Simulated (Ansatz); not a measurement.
A run for Ansatz (an electronic-structure program): R-r2SCAN/def2-TZVPPD on F2 (SMILES FF) with ghost functions. Files ending in .json are basis or fitting sets from the Basis Set Exchange.

Ansatz 0.2 input:
```yaml
crystal:
  periodic: [false, false, false]
  atoms:
    - {symbol: F, position_ang: [0.00000000, 0.78568800, 0.00000000]}
    - {symbol: F, position_ang: [0.00000000, 2.20564800, 0.00000100]}
basis:
  gaussian:
    orbitals: def2-TZVPPD.json
    ghost_atoms:
      - {symbol: C, position_ang: [0.00000000, -2.19285000, -0.66839500]}
      - {symbol: C, position_ang: [-0.00000000, -2.19286000, 0.66839500]}
      - {symbol: H, position_ang: [-0.92518700, -2.19231600, -1.23398200]}
      - {symbol: H, position_ang: [0.92518700, -2.19232500, -1.23398300]}
      - {symbol: H, position_ang: [-0.92518700, -2.19232000, 1.23398200]}
      - {symbol: H, position_ang: [0.92518700, -2.19231100, 1.23398200]}
hamiltonian:
  xc: {name: r2SCAN}
scf: {lower_state_search: off}
```

It printed:

```
WARN ansatz: RAYON_NUM_THREADS=1 ignored (pool sized by the plan → 1); use --threads N
Functional definition: r2SCAN
these checks for a lower state are left out or cut short: stability, starts, cluster_reference, orbital_swaps, neighbouring_geometries, increment
integrals: 0.10 GiB planned
914 factors; their error is unknown
mean field: 0.86 GiB planned
mean field evaluation 1: about -5428.9521 eV, gradient 1.4e1 eV
mean field evaluation 2: about -5429.0759 eV, gradient 9.2e0 eV
mean field evaluation 4: about -5429.1736 eV, gradient 5.0e-1 eV
mean field evaluation 8: about -5429.1672 eV, gradient 1.2e-1 eV
mean field -5429.16719278 eV, -199.5182143131 hartree, gradient 8.2e-6 eV, S^2 0.000000; 0 other end points of the search recorded, 0 dependent functions left out
reference -5429.16720614 eV, -199.5182148038 hartree; 9, 9 occupied and 213, 213 virtual orbitals, 914 factors
Total energy: -5429.16720614 eV, -199.5182148038 hartree
Checks for a lower state left out: stability, starts, cluster_reference, orbital_swaps, neighbouring_geometries, increment
```

The run converged.

Cost: around 1.4 core-seconds (rough).
